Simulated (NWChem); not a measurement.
# the pair CH4O···SiH2, step by step

Wanted: the energy (singlet CH6OSi, CAM-B3LYP/STO-3G), then a single-point energy (singlet CH4O, CAM-B3LYP/STO-3G), then a single-point energy (singlet SiH2, CAM-B3LYP/STO-3G), then the energy (singlet CH4O, CAM-B3LYP/STO-3G), then a single-point energy (singlet SiH2, CAM-B3LYP/STO-3G) of CH6OSi and its partners. 

The calculation is run with NWChem 7.3.0.

## Step 1: The molecule

The species is CH6OSi (9 atoms), meant as a singlet with charge 0. The two molecules were placed rigidly side by side, at 0.8 times their contact distance; the pair isn't optimised.

Bond lengths: C1–O2 1.409 Å, C1–H3 1.090 Å, C1–H4 1.097 Å, C1–H5 1.097 Å, O2–H6 0.959 Å, Si7–H8 1.525 Å, Si7–H9 1.525 Å. Angles: C1–O2–H6 108.5°, O2–C1–H3 107.0°, O2–C1–H4 112.4°, O2–C1–H5 112.4°, H3–C1–H4 108.1°, H3–C1–H5 108.1°, H4–C1–H5 108.6°, H8–Si7–H9 91.2°.

## Step 2: A single-point energy at CAM-B3LYP/STO-3G (run 1)

The input, a.nw:

```
start a
memory 2200 mb

geometry units atomic noautosym nocenter noautoz
  C     -0.16708958    -0.39192920    -0.52099749
  O     -0.31184261     0.59809832     1.94660688
  H     -1.63408397    -1.83001078    -0.68200216
  H      1.66065352    -1.29181678    -0.90555676
  H     -0.51536611     1.04766416    -1.97174024
  H      0.96769095     1.86799427     2.13368977
  Si     4.67223446     2.72080878    -4.07681955
  H      6.33473991     4.21607347    -2.25759911
  H      4.57009476     0.49514604    -2.24773474
end

basis spherical bse
  C library STO-3G
  O library STO-3G
  H library STO-3G
  Si library STO-3G
end

dft
  xc xcamb88 1.00 lyp 0.81 vwn_5 0.19 hfexch 1.00
  cam 0.33 cam_alpha 0.19 cam_beta 0.46
  grid fine
  convergence energy 1e-08
  direct
  iterations 100
  mulliken
  noprint "final vectors analysis"
end

task dft energy
```

Launch:

```bash
$ nwchem a.nw > a.out
```

Log:

```text
[...]
          Wavefunction type:  closed shell.
          No. of atoms     :     9
          No. of electrons :    34
[...]
          Charge           :     0
          Spin multiplicity:     1
[...]
          AO basis - number of functions:    25
[...]
              XC Information
              --------------
                     Hartree-Fock (Exact) Exchange  1.000
                   CAM-Becke88 Exchange Functional  1.000
                      VWN V Correlation Functional  0.190 local
              Lee-Yang-Parr Correlation Functional  0.810
[...]
 d= 0,ls=0.0,diis     1   -401.2363930003 -4.92D+02  3.77D-02  4.01D-01     0.7
[...]
 d= 0,ls=0.0,diis     7   -401.3032479147 -4.66D-09  3.37D-06  1.60D-09     2.8
         Total DFT energy =     -401.303247914730
      One electron energy =     -735.556590063735
           Coulomb energy =      281.129054218210
    Exchange-Corr. energy =      -37.225444128479
 Nuclear repulsion energy =       90.349732059274
[...]
      Total Density - Mulliken Population Analysis
     ---------------------------------------------
    Atom       Charge   Shell Charges
 -----------   ------   -------------------------------------------------------
    1 C    6     6.14   1.99  1.19  2.96
    2 O    8     8.29   2.00  1.83  4.46
    3 H    1     0.91   0.91
    4 H    1     0.92   0.92
    5 H    1     0.94   0.94
    6 H    1     0.80   0.80
    7 Si  14    13.62   2.00  2.00  5.87  1.82  1.94
    8 H    1     1.19   1.19
    9 H    1     1.19   1.19
[...]
```

It took 3.6 s on 1 thread of Intel Xeon 6975P-C (Granite Rapids), shared host; peak memory 0.11 GiB.

## Step 3: CH4O: a single-point energy at CAM-B3LYP/STO-3G (run 2)

The input, mymol.nw:

```
start mymol
title "CH4O"
memory 2200 mb

geometry units angstroms noautosym nocenter noautoz
C       -0.088420      -0.207400      -0.275700
O       -0.165020       0.316500       1.030100
H       -0.864720      -0.968400      -0.360900
H        0.878780      -0.683600      -0.479200
H       -0.272720       0.554400      -1.043400
H        0.512080       0.988500       1.129100
end

basis spherical bse
* library STO-3G
end

dft
xc xcamb88 1.00 lyp 0.81 vwn_5 0.19 hfexch 1.00
cam 0.33 cam_alpha 0.19 cam_beta 0.46
grid fine
convergence energy 1e-08
direct
iterations 100
mulliken
print low
end

task dft
```

Launch:

```bash
$ nwchem mymol.nw > mymol.out
```

Log:

```text
[...]
 d= 0,ls=0.0,diis     1   -114.0548535359 -1.55D+02  6.05D-02  3.45D-01     0.3
[...]
 d= 0,ls=0.0,diis     7   -114.1105743218 -1.40D-09  1.06D-06  3.33D-11     0.9
         Total DFT energy =     -114.110574321809
      One electron energy =     -236.081976071800
           Coulomb energy =       97.046632457294
    Exchange-Corr. energy =      -15.533236244335
 Nuclear repulsion energy =       40.458005537033
[...]
      Total Density - Mulliken Population Analysis
     ---------------------------------------------
    Atom       Charge   Shell Charges
 -----------   ------   -------------------------------------------------------
    1 C    6     6.14   1.99  1.19  2.96
    2 O    8     8.29   2.00  1.83  4.46
    3 H    1     0.91   0.91
    4 H    1     0.93   0.93
    5 H    1     0.93   0.93
    6 H    1     0.80   0.80
[...]
```

Wall time 1.5 s (1 thread of Intel Xeon 6975P-C (Granite Rapids), shared host); peak memory 0.11 GiB.

## Step 4: SiH2: the energy at CAM-B3LYP/STO-3G (run 3)

The input, geom.nw:

```
start geom
memory stack 880 mb heap 220 mb global 1100 mb
charge 0

geometry noautosym nocenter noautoz
 Si       2.472440       1.439790      -2.157360
 H        3.352200       2.231050      -1.194670
 H        2.418390       0.262020      -1.189450
end

basis spherical bse
 * library STO-3G
end

dft
 xc xcamb88 1.00 lyp 0.81 vwn_5 0.19 hfexch 1.00
 cam 0.33 cam_alpha 0.19 cam_beta 0.46
 grid fine
 convergence energy 1e-08
 direct
 iterations 100
 mulliken
 print low
end

task dft
```

Launch:

```bash
$ nwchem geom.nw > geom.out
```

Log:

```text
[...]
 d= 0,ls=0.0,diis     1   -287.1839007966 -2.97D+02  3.91D-02  5.94D-02     0.1
[...]
 d= 0,ls=0.0,diis     6   -287.1958802571 -6.44D-10  1.27D-07  5.33D-13     0.4
         Total DFT energy =     -287.195880257084
      One electron energy =     -419.741766619265
           Coulomb energy =      144.275789820204
    Exchange-Corr. energy =      -21.686154993233
 Nuclear repulsion energy =        9.956251535210
[...]
      Total Density - Mulliken Population Analysis
     ---------------------------------------------
    Atom       Charge   Shell Charges
 -----------   ------   -------------------------------------------------------
    1 Si  14    13.62   2.00  2.00  5.87  1.82  1.94
    2 H    1     1.19   1.19
    3 H    1     1.19   1.19
[...]
```

Run time: 1 s. Hardware: 1 thread of Intel Xeon 6975P-C (Granite Rapids), shared host; peak memory 0.1 GiB.

## Step 5: CH4O among ghost functions: a single-point energy at CAM-B3LYP/STO-3G (with ghost functions) (run 4)

The input, nw.nw:

```
start nw
title "CH4O"
memory stack 880 mb heap 220 mb global 1100 mb
charge 0

geometry noautosym nocenter noautoz
C    -0.088420   -0.207400   -0.275700
O    -0.165020    0.316500    1.030100
H    -0.864720   -0.968400   -0.360900
H     0.878780   -0.683600   -0.479200
H    -0.272720    0.554400   -1.043400
H     0.512080    0.988500    1.129100
bqSi     2.472440     1.439790    -2.157360
bqH      3.352200     2.231050    -1.194670
bqH      2.418390     0.262020    -1.189450
end

basis spherical bse
C library STO-3G
O library STO-3G
H library STO-3G
bqSi library Si STO-3G
bqH library H STO-3G
end

dft
xc xcamb88 1.00 lyp 0.81 vwn_5 0.19 hfexch 1.00
cam 0.33 cam_alpha 0.19 cam_beta 0.46
grid fine
convergence energy 1e-08
direct
iterations 100
mulliken
print low
end

task dft
```

Launch:

```bash
$ nwchem nw.nw > nw.out
```

Log:

```text
[...]
 d= 0,ls=0.0,diis     1   -114.0552653000 -1.55D+02  3.39D-02  3.46D-01     0.7
[...]
 d= 0,ls=0.0,diis     7   -114.1111018954 -1.44D-09  5.97D-07  3.36D-11     3.4
         Total DFT energy =     -114.111101895428
      One electron energy =     -236.069186711235
           Coulomb energy =       97.031226183428
    Exchange-Corr. energy =      -15.531146904653
 Nuclear repulsion energy =       40.458005537033
[...]
      Total Density - Mulliken Population Analysis
     ---------------------------------------------
    Atom       Charge   Shell Charges
 -----------   ------   -------------------------------------------------------
    1 C    6     6.14   1.99  1.19  2.96
    2 O    8     8.29   2.00  1.83  4.46
    3 H    1     0.91   0.91
    4 H    1     0.93   0.93
    5 H    1     0.93   0.93
    6 H    1     0.80   0.80
    7 X    0     0.00   0.00  0.00 -0.00  0.00  0.00
    8 X    0     0.00   0.00
    9 X    0     0.00   0.00
[...]
```

It took 4.2 s on 1 thread of Intel Xeon 6975P-C (Granite Rapids), shared host; peak memory 0.11 GiB.

## Step 6: SiH2 among ghost functions: the energy at CAM-B3LYP/STO-3G (with ghost functions) (run 5)

The input, nw.nw:

```
start nw
title "H2Si"
memory 2200 mb
geometry units angstroms noautosym nocenter noautoz
  Si    2.472440    1.439790   -2.157360
  H     3.352200    2.231050   -1.194670
  H     2.418390    0.262020   -1.189450
  bqC     -0.088420    -0.207400    -0.275700
  bqO     -0.165020     0.316500     1.030100
  bqH     -0.864720    -0.968400    -0.360900
  bqH      0.878780    -0.683600    -0.479200
  bqH     -0.272720     0.554400    -1.043400
  bqH      0.512080     0.988500     1.129100
end
basis spherical bse
  Si library STO-3G
  H library STO-3G
  bqC library C STO-3G
  bqO library O STO-3G
  bqH library H STO-3G
end
dft
  xc xcamb88 1.00 lyp 0.81 vwn_5 0.19 hfexch 1.00
  cam 0.33 cam_alpha 0.19 cam_beta 0.46
  mult 1
  grid fine
  convergence energy 1e-08
  direct
  iterations 100
  mulliken
  noprint "final vectors analysis"
end
task dft energy
```

Launch:

```bash
$ nwchem nw.nw > nw.out
```

Log:

```text
[...]
          Wavefunction type:  closed shell.
          No. of atoms     :     9
          No. of electrons :    16
[...]
          Charge           :     0
          Spin multiplicity:     1
[...]
          AO basis - number of functions:    25
[...]
              XC Information
              --------------
                     Hartree-Fock (Exact) Exchange  1.000
                   CAM-Becke88 Exchange Functional  1.000
                      VWN V Correlation Functional  0.190 local
              Lee-Yang-Parr Correlation Functional  0.810
[...]
 d= 0,ls=0.0,diis     1   -287.1852292085 -2.97D+02  1.71D-02  5.93D-02     0.5
[...]
 d= 0,ls=0.0,diis     6   -287.1972009855 -7.41D-10  1.39D-07  2.85D-12     2.2
         Total DFT energy =     -287.197200985481
      One electron energy =     -419.708984792076
           Coulomb energy =      144.237919554234
    Exchange-Corr. energy =      -21.682387282848
 Nuclear repulsion energy =        9.956251535210
[...]
      Total Density - Mulliken Population Analysis
     ---------------------------------------------
    Atom       Charge   Shell Charges
 -----------   ------   -------------------------------------------------------
    1 Si  14    13.62   2.00  2.00  5.87  1.82  1.94
    2 H    1     1.19   1.19
    3 H    1     1.19   1.19
    4 X    0     0.00   0.00  0.00  0.00
    5 X    0     0.00   0.00  0.00  0.00
    6 X    0     0.00   0.00
    7 X    0     0.01   0.01
    8 X    0     0.00   0.00
    9 X    0     0.00   0.00
[...]
```

Run time: 2.9 s. Hardware: 1 thread of Intel Xeon 6975P-C (Granite Rapids), shared host; peak memory 0.11 GiB.

## Step 7: What came out

```
                                                                                                                quantity          value
                                                                                   run 1, CAM-B3LYP/STO-3G: total energy  -401.30325 Eh
                                                                                  run 1, CAM-B3LYP/STO-3G: dipole moment         1.49 D
                                                                                                      CH4O: total energy  -114.11057 Eh
                                                                                                      SiH2: total energy  -287.19588 Eh
                                                                                CH4O among ghost functions: total energy  -114.11110 Eh
                                                                                SiH2 among ghost functions: total energy  -287.19720 Eh
                                                                               SiH2 among ghost functions: dipole moment         0.16 D
              interaction energy of the rigid parts CH4O and SiH2 (parts in their own basis; closest atoms 1.94 Å apart)       0.087 eV
interaction energy of the rigid parts CH4O and SiH2 (parts in the whole basis, counterpoise; closest atoms 1.94 Å apart)       0.138 eV
```

**Reading.** The interaction energy of the rigid parts CH4O and SiH2 (parts in their own basis; closest atoms 1.94 Å apart) is 0.09 eV (2.0 kcal/mol): the parts repel at this shape. Without counterpoise this holds the superposition error of the basis. The interaction energy of the rigid parts CH4O and SiH2 (parts in the whole basis, counterpoise; closest atoms 1.94 Å apart) is 0.14 eV (13.3 kJ/mol): the parts repel at this shape. The basis-set superposition error is 4.9 kJ/mol.
